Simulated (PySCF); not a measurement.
## Electric properties by functional and basis

Species: sulfuryl chloride, Cl2O2S.
SMILES with atom numbers: `[O:1]=[S:2](=[O:3])([Cl:4])[Cl:5]`

Geometry (PBE0-D3(BJ)/def2-SVP, Å), atoms numbered from 1 in this order:
```
atom  x, y, z in Å
O1     1.1619   -0.1148   -1.1211
S2     0.2848   -0.0812    0.0155
O3     0.6710   -0.5201    1.3267
Cl4   -0.4551    1.8259    0.1862
Cl5   -1.4446   -1.0669   -0.4917
```

PySCF, dipoles from the SCF density, polarisabilities from static response with core orbitals frozen. Geometry: PBE0-D3(BJ)/def2-SVP; no solvent, vibrations or thermal averaging.

Reference dipole: 1.810 D (measured, gas; NIST CCCBDB Release 22 (SRD 101), experimental dipoles). The anisotropy is √(½[(α1 − α2)² + (α2 − α3)² + (α3 − α1)²]).

```json
{"level": "PBE0/def2-SVP", "μ (D)": "1.488", "error (%)": "-17.8", "α (Å³)": "6.17", "anisotropy (Å³)": "2.23"}
{"level": "PBE0/6-31+G*", "μ (D)": "1.553", "error (%)": "-14.2", "α (Å³)": "7.58", "anisotropy (Å³)": "2.39"}
{"level": "PBE0/aug-cc-pVDZ", "μ (D)": "1.604", "error (%)": "-11.4", "α (Å³)": "8.57", "anisotropy (Å³)": "2.41"}
{"level": "PBE0/def2-TZVP", "μ (D)": "1.707", "error (%)": "-5.7", "α (Å³)": "7.42", "anisotropy (Å³)": "2.44"}
{"level": "PBE0/def2-TZVPD", "μ (D)": "1.703", "error (%)": "-5.9", "α (Å³)": "8.68", "anisotropy (Å³)": "2.39"}
{"level": "PBE0/aug-cc-pVTZ", "μ (D)": "1.679", "error (%)": "-7.2", "α (Å³)": "8.68", "anisotropy (Å³)": "2.41"}
```

For the dipole, the smallest error is 5.7% (PBE0/def2-TZVP) and the largest 17.8% (PBE0/def2-SVP). The dipole runs from 1.49 D (PBE0/def2-SVP) to 1.71 D (PBE0/def2-TZVP). No reference polarisability is at hand; against PBE0 in the largest diffuse basis at hand (aug-cc-pVTZ) the other PBE0 rows deviate by def2-SVP -29%, 6-31+G* -13%, aug-cc-pVDZ -1%, def2-TZVP -14%, def2-TZVPD 0%. With PBE0 the polarisability is 6.80 Å³ without diffuse functions (mean of def2-SVP and def2-TZVP) and 8.38 Å³ with them (mean of 6-31+G*, aug-cc-pVDZ, def2-TZVPD and aug-cc-pVTZ). Measured values can belong to vibrating molecules; the computed ones are for one fixed geometry.
